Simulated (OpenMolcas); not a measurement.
# A workflow on HS (SMILES [SH])

Aim: the energy (UHF/pcseg-0), then a single-point energy (CASSCF(3,3)/pcseg-0), then the energy (CASPT2(3,3)/pcseg-0), then a single-point energy (SC-NEVPT2(3,3)/pcseg-0), then the energy (MRCI(3,3)/pcseg-0) of HS. 

The results are computed with OpenMolcas 26.06.

2 further runs of the same task are left out: 1 that didn't finish, 1 set aside as unsound or not needed.

## 1. The system as given

The species is HS (2 atoms), meant as a doublet with charge 0. As SMILES, `[SH]`. The S1–H2 distance was set to 3.326 Å, away from the relaxed value.

## 2. A single-point energy at UHF/pcseg-0 (run 1)

The input, step1.inp:

```
&GATEWAY
  BasLib=$CurrDir
  Coord
  2
  angstrom
  S        2.272080      -0.742693       1.168381
  H       -0.568010       0.185670      -0.292090
  Basis=pcseg-0
  Group=NoSym

&SEWARD

&SCF
  UHF
  Spin=2
  Scramble=0.25
  PrOrbitals=1 1
```

The basis set pcseg-0 is read from a file made from the Basis Set Exchange's data (not shown).

Started as:

```bash
$ export MOLCAS_MEM=1860
$ pymolcas step1.inp > step1.log
```

Log:

```text
--- Start Module: gateway ---
[...]
--- Stop Module: gateway /rc=_RC_ALL_IS_WELL_ ---
--- Start Module: seward ---
[...]
      Basis functions           15
--- Stop Module: seward /rc=_RC_ALL_IS_WELL_ ---
--- Start Module: scf ---
[...]
       Convergence after  14 Iterations
[...]
::    Total SCF energy                               -397.5052677846
[...]
      Total spin, S                                     0.9108293776
[...]
      Total electronic charge=   17.000000
      Total            charge=   -0.000000
[...]
      Dipole Moment (debye):
      Origin of the operator (angstrom)=    2.1853   -0.7143    1.1238
                   X=  1.0042E-02               Y= -3.2777E-03               Z=  5.1636E-03           Total=  1.1758E-02
      Quadrupole Moment (debye*angstrom):
[...]
--- Stop Module: scf /rc=_RC_ALL_IS_WELL_ ---
[...]
```

Run time: 1.7 s. Hardware: 1 thread of Arm Neoverse V1, shared host; peak memory 0.37 GiB.

## 3. A single-point energy at CASSCF(3,3)/pcseg-0 (run 2)

The input, step2.inp:

```
&gateway
baslib
$CurrDir
coord
2
angstrom
S        2.272080      -0.742693       1.168381
H       -0.568010       0.185670      -0.292090
basis
pcseg-0
group
NoSym
&seward
&rasscf
fileorb
$CurrDir/step1.UnaOrb
spin
2
nactel
3 0 0
inactive
7
ras2
3
orblisting
Nothing
orbappear
Compact
```

The basis set pcseg-0 is read from a file made from the Basis Set Exchange's data (not shown).

Started as:

```bash
$ export MOLCAS_MEM=1860
$ pymolcas step2.inp > step2.log
```

Log:

```text
--- Start Module: gateway ---
[...]
--- Stop Module: gateway /rc=_RC_ALL_IS_WELL_ ---
--- Start Module: seward ---
[...]
      Basis functions           15
--- Stop Module: seward /rc=_RC_ALL_IS_WELL_ ---
--- Start Module: rasscf ---
[...]
      Number of active orbitals                  3
[...]
      Spin quantum number                      0.5
[...]
      Active orbitals                            3
[...]
      Number of CSFs                             8
[...]
      Number of root(s) required                 1
[...]
      Convergence after  6 iterations
[...]
      printout of CI-coefficients larger than  0.05 for root  1
      energy=    -397.505854
      conf/sym  111     Coeff  Weight
             1  2u0  -0.68065 0.46328
             4  udu  -0.41253 0.17019
             6  uud  -0.23818 0.05673
             8  0u2  -0.55660 0.30980
      Natural orbitals and occupation numbers for root  1
      sym 1:   1.153482   1.000000   0.846518
      ************************************************************************************************************************
      *                                                    Final results                                                     *
[...]
::    RASSCF root number  1 Total energy:   -397.50585406
[...]
      Total electronic charge=   17.000000
      Total            charge=   -0.000000
[...]
      Dipole Moment (debye):
      Origin of the operator (angstrom)=    2.1853   -0.7143    1.1238
                   X=  1.2762E-02               Y= -4.1696E-03               Z=  6.5626E-03           Total=  1.4944E-02
      Quadrupole Moment (debye*angstrom):
[...]
--- Stop Module: rasscf /rc=_RC_ALL_IS_WELL_ ---
[...]
```

Run time: 1.7 s. Hardware: 1 thread of Arm Neoverse V1, shared host; peak memory 0.37 GiB.

## 4. A single-point energy at CASPT2(3,3)/pcseg-0 (run 3)

The input, step3.inp:

```
* HS CASPT2
>>> EXPORT MOLCAS_PRINT=2

&GATEWAY
  BasLib = $CurrDir
  Coord
  2
  angstrom
  S        2.272080      -0.742693       1.168381
  H       -0.568010       0.185670      -0.292090
  Basis = pcseg-0
  Group = NoSym

&SEWARD

&RASSCF
  FileOrb = $CurrDir/step2.RasOrb
  Spin = 2
  Nactel = 3 0 0
  Inactive = 7
  Ras2 = 3
  OrbListing = Nothing
  OrbAppear = Compact

&CASPT2
  Imaginary = 0.1
  Frozen = 5
```

The basis set pcseg-0 is read from a file made from the Basis Set Exchange's data (not shown).

Started as:

```bash
$ export MOLCAS_MEM=1860
$ pymolcas step3.inp > step3.log
```

Log:

```text
--- Start Module: gateway ---
[...]
--- Stop Module: gateway /rc=_RC_ALL_IS_WELL_ ---
[...]
      Basis functions           15
[...]
--- Start Module: rasscf ---
[...]
      Number of active orbitals                  3
[...]
      Spin quantum number                      0.5
[...]
      Active orbitals                            3
[...]
      Number of CSFs                             8
[...]
      Number of root(s) required                 1
[...]
      Convergence after  4 iterations
[...]
      printout of CI-coefficients larger than  0.05 for root  1
      energy=    -397.505854
      conf/sym  111     Coeff  Weight
             1  2u0  -0.68065 0.46328
             4  udu  -0.41253 0.17019
             6  uud  -0.23818 0.05673
             8  0u2  -0.55660 0.30980
      Natural orbitals and occupation numbers for root  1
      sym 1:   1.153481   1.000000   0.846519
      ************************************************************************************************************************
      *                                                    Final results                                                     *
[...]
::    RASSCF root number  1 Total energy:   -397.50585406
[...]
      Total electronic charge=   17.000000
      Total            charge=   -0.000000
[...]
      Dipole Moment (debye):
      Origin of the operator (angstrom)=    2.1853   -0.7143    1.1238
                   X=  1.2754E-02               Y= -4.1672E-03               Z=  6.5585E-03           Total=  1.4935E-02
      Quadrupole Moment (debye*angstrom):
[...]
--- Stop Module: rasscf /rc=_RC_ALL_IS_WELL_ ---
--- Start Module: caspt2 ---
[...]
      E2 (Variational):          -0.0212334072
      Total energy:            -397.5270874699
[...]
      Reference weight:           0.99246
[...]
::    CASPT2 Root  1     Total energy:   -397.52708747
[...]
```

It took 1.8 s on 1 thread of Arm Neoverse V1, shared host; peak memory 0.37 GiB.

## 5. A single-point energy at SC-NEVPT2(3,3)/pcseg-0 (run 4)

The input, step4.input:

```
&GATEWAY
  BASLIB
  $CurrDir
  COORD
  2
  angstrom
  S        2.272080      -0.742693       1.168381
  H       -0.568010       0.185670      -0.292090
  BASIS
  pcseg-0
  GROUP
  NoSym

&SEWARD

&RASSCF
  FILEORB
  $CurrDir/step2.RasOrb
  SPIN
  2
  NACTEL
  3 0 0
  INACTIVE
  7
  RAS2
  3
  ORBLISTING
  Nothing
  ORBAPPEAR
  Compact

&CASPT2
  SC-NEVPT2
  FROZEN
  5
```

The basis set pcseg-0 is read from a file made from the Basis Set Exchange's data (not shown).

Started as:

```bash
$ export MOLCAS_MEM=1860
$ pymolcas step4.input > step4.log
```

Log:

```text
--- Start Module: gateway ---
[...]
--- Stop Module: gateway /rc=_RC_ALL_IS_WELL_ ---
[...]
      Basis functions           15
[...]
--- Start Module: rasscf ---
[...]
      Number of active orbitals                  3
[...]
      Spin quantum number                      0.5
[...]
      Active orbitals                            3
[...]
      Number of CSFs                             8
[...]
      Number of root(s) required                 1
[...]
      Convergence after  4 iterations
[...]
      printout of CI-coefficients larger than  0.05 for root  1
      energy=    -397.505854
      conf/sym  111     Coeff  Weight
             1  2u0  -0.68065 0.46328
             4  udu  -0.41253 0.17019
             6  uud  -0.23818 0.05673
             8  0u2  -0.55660 0.30980
      Natural orbitals and occupation numbers for root  1
      sym 1:   1.153481   1.000000   0.846519
      ************************************************************************************************************************
      *                                                    Final results                                                     *
[...]
::    RASSCF root number  1 Total energy:   -397.50585406
[...]
      Total electronic charge=   17.000000
      Total            charge=   -0.000000
[...]
      Dipole Moment (debye):
      Origin of the operator (angstrom)=    2.1853   -0.7143    1.1238
                   X=  1.2754E-02               Y= -4.1672E-03               Z=  6.5585E-03           Total=  1.4935E-02
      Quadrupole Moment (debye*angstrom):
[...]
--- Stop Module: rasscf /rc=_RC_ALL_IS_WELL_ ---
[...]
      E2 (Variational):          -0.0205509181
[...]
      E2 (Variational):          -0.0205460821
      Total energy:            -397.5264001448
[...]
      Reference weight:           0.99295
[...]
::    SC-NEVPT2 Root  1     Total energy:   -397.52640014
[...]
```

Wall time 1.7 s (1 thread of Arm Neoverse V1, shared host); peak memory 0.37 GiB.

## 6. A single-point energy at MRCI(3,3)/pcseg-0 (run 5)

The input, step5.input:

```
&GATEWAY
BasLib = $CurrDir
Coord
2
angstrom
S        2.272080      -0.742693       1.168381
H       -0.568010       0.185670      -0.292090
Basis = pcseg-0
Group = NoSym
&SEWARD
&RASSCF
FileOrb = $CurrDir/step2.RasOrb
Spin = 2
Nactel = 3 0 0
Inactive = 7
Ras2 = 3
OrbListing = Nothing
OrbAppear = Compact
&MOTRA
LumOrb
Frozen = 5
&GUGA
Electrons = 7
Spin = 2
Inactive = 2
Active = 3
CIAll = 1
&MRCI
SDCI
```

The basis set pcseg-0 is read from a file made from the Basis Set Exchange's data (not shown).

Started as:

```bash
$ export MOLCAS_MEM=1860
$ pymolcas step5.input > step5.log
```

Log:

```text
--- Start Module: gateway ---
[...]
      Basis functions           15
[...]
      Number of active orbitals                  3
[...]
      Spin quantum number                      0.5
[...]
      Active orbitals                            3
[...]
      Number of CSFs                             8
[...]
      Number of root(s) required                 1
[...]
      Convergence after  4 iterations
[...]
      printout of CI-coefficients larger than  0.05 for root  1
      energy=    -397.505854
      conf/sym  111     Coeff  Weight
             1  2u0  -0.68065 0.46328
             4  udu  -0.41253 0.17019
             6  uud  -0.23818 0.05673
             8  0u2  -0.55660 0.30980
      Natural orbitals and occupation numbers for root  1
      sym 1:   1.153481   1.000000   0.846519
      ************************************************************************************************************************
      *                                                    Final results                                                     *
[...]
::    RASSCF root number  1 Total energy:   -397.50585406
[...]
      Dipole Moment (debye):
      Origin of the operator (angstrom)=    2.1853   -0.7143    1.1238
                   X=  1.2754E-02               Y= -4.1672E-03               Z=  6.5585E-03           Total=  1.4935E-02
      Quadrupole Moment (debye*angstrom):
[...]
--- Start Module: guga ---
[...]
       (But an ACPF correction will be computed)
       USE THE DEFAULT ACPF G-VALUE GFAC=  0.28571428571428570
[...]
                      CI ENERGY:  -397.53163463
[...]
                ACPF CORRECTION:    -0.00021042
[...]
      Total electronic charge=   17.000000
      Total            charge=   -0.000000
[...]
     ACPF CORRECTION:     -0.00021042
[...]
  CI State   1     Total energy:   -397.53163463     QDav:     -0.00029556     QACPF:     -0.00021042
[...]
```

It took 1.9 s on 1 thread of Arm Neoverse V1, shared host; peak memory 0.37 GiB.

## 7. Results

| quantity | value |
| --- | --- |
| run 1, UHF/pcseg-0: total energy | -397.50527 Eh |
| run 1, UHF/pcseg-0: dipole moment | 0.01 D |
| run 1, UHF/pcseg-0: HOMO energy (highest over α and β) | -9.91 eV |
| run 1, UHF/pcseg-0: LUMO energy (lowest over α and β) | 0.68 eV |
| run 1, UHF/pcseg-0: ⟨S²⟩ | 1.740 |
| run 2, CASSCF(3,3)/pcseg-0: total energy | -397.50585 Eh |
| run 2, CASSCF(3,3)/pcseg-0: dipole moment (CASSCF density) | 0.01 D |
| run 3, CASPT2(3,3)/pcseg-0: total energy | -397.52709 Eh |
| run 3, CASPT2(3,3)/pcseg-0: dipole moment (CASSCF density) | 0.01 D |
| run 4, SC-NEVPT2(3,3)/pcseg-0: total energy | -397.52640 Eh |
| run 4, SC-NEVPT2(3,3)/pcseg-0: dipole moment (CASSCF density) | 0.01 D |
| run 5, MRCI(3,3)/pcseg-0: total energy | -397.53163 Eh |
| run 5, MRCI(3,3)/pcseg-0: dipole moment (CASSCF density) | 0.01 D |

⟨S²⟩ (run 1, UHF/pcseg-0) is 1.74 where a pure doublet has 0.75: the reference is spin-contaminated.
